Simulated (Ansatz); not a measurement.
`C=CC1=CC1` + NH₃ → `NC1=CC1` + ethylene at 700 K and 1 bar (substitution at a C–C bond).

Program: Ansatz. Geometries: PBE0-D4/def2-TZVP. ΔE: electronic, gas phase. CBS: MP2 limit from def2 TZ/QZ plus the TZ coupled-cluster correction, frozen cores. This one scheme is used for every species. One conformer a species, not always the lowest.

```tsv
species	CCSD(T)/CBS energy (Eh)	H − E (kJ/mol)	S (J/(mol·K))
`C=CC1=CC1`	-193.75947	304.3	405.0
NH₃	-56.50880	116.9	226.5
`NC1=CC1`	-171.77017	250.9	364.6
`C=C`	-78.48111	168.9	268.4
```

H − E and S are ideal-gas, rigid-rotor, harmonic terms from PBE0-D4/def2-TZVP, for one conformer and one mirror image of each species. 1 Eh = 2625.50 kJ/mol, R = 8.31446 J/(mol·K).

Problem. By hand: ΔE, ΔH, ΔS and ΔG.

Solution. ΔE = (-171.77017) + (-78.48111) − (-193.75947) − (-56.50880) = 0.01699 Eh = 44.6 kJ/mol. Δ(H − E) = 250.9 + 168.9 − 304.3 − 116.9 = -1.4, so ΔH = 43.2 kJ/mol. ΔS = 364.6 + 268.4 − 405.0 − 226.5 = 1.5 J/(mol·K). ΔG = 43.2 − 700 × (1.5)/1000 = 42.2 kJ/mol.

Problem. By hand: the equilibrium constant, and the temperature at which ΔG would vanish if ΔH and ΔS stayed fixed.

Solution. log₁₀ K = −ΔG/(RT ln 10) = -3.1. ΔG = 0 at ΔH/ΔS = 28800 K, far beyond where these terms or the molecules hold.

The number of gas molecules stays the same, so ΔS is small and ΔH decides. A doubt of 5 kJ/mol in ΔE shifts log₁₀ K by 0.4 here. Other conformers and mirror images would add mixing entropy, several J/(mol·K) or more a flexible species. These are equilibria of isolated gas molecules and say nothing of rates. Largest T1 diagnostic: 0.011 (customary marks: 0.02 for closed shells, 0.045 for open ones).
